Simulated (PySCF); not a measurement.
## Functional benchmark on one molecule

Molecule: (CH3)2CHCHF2, C₄H₈F₂.

Numbering as in the mapped SMILES `[CH3:1][CH:2]([CH3:3])[CH:4]([F:5])[F:6]`. Each H is labelled by its parent atom.

Geometry PBE0-D3(BJ)/def2-SVP throughout; GIAO in PySCF 2.14.0 with density-fitted response routines, gas phase, one conformer, non-relativistic; equivalent atoms averaged; basis pcSseg-1.

Reference values (measured; G. Saielli, R. Bini, A. Bagno, Computational 19F NMR. 2. Organic compounds, RSC Adv. 2014, ESI (exp. from Berger-Braun-Kalinowski 1994 and Everett 1995)): δ(F5/F6) = -126.7 ppm vs CFCl3. Computed shifts are taken against CFCl3, calculated as an isolated molecule at each level.

How do the functionals HF, LDA, PBE, BLYP, BP86, OPBE, KT2, KT3, B97-D, B3LYP, PBE0, mPW1PW91, WP04, B97-2, BHandHLYP, CAM-B3LYP, wB97X-D, LC-wPBE perform against the reference? Times are CPU seconds on shared hosts with different chips, so compare them loosely; the GGAs took longer than the global hybrids here, which isn't the general rule, and the cause wasn't traced.

## Answers


```csv
functional,kind,F5/F6,abs. error F,core-s
HF,Hartree–Fock,-113.4,13.3,5
LDA,LDA,-164.3,37.6,14
PBE,GGA,-159.7,33.0,19
BLYP,GGA,-157.7,31.0,18
BP86,GGA,-161.0,34.3,18
OPBE,GGA,-155.1,28.4,19
KT2,GGA,-165.7,39.0,17
KT3,GGA,-157.7,31.0,18
B97-D,GGA,-155.1,28.4,17
B3LYP,global hybrid,-145.7,19.0,13
PBE0,global hybrid,-144.8,18.1,11
mPW1PW91,global hybrid,-144.5,17.8,13
WP04,global hybrid,-142.4,15.7,11
B97-2,global hybrid,-144.4,17.7,11
BHandHLYP,global hybrid,-131.3,4.6,11
CAM-B3LYP,range-separated hybrid,-135.2,8.5,15
wB97X-D,range-separated hybrid,-138.7,12.0,14
LC-wPBE,range-separated hybrid,-124.9,1.8,20
```

For 19F the closest is LC-wPBE (1.8 ppm) and the furthest KT2 (39.0 ppm). One molecule is a small sample, and vibrational and solvent effects are absent from the calculation.
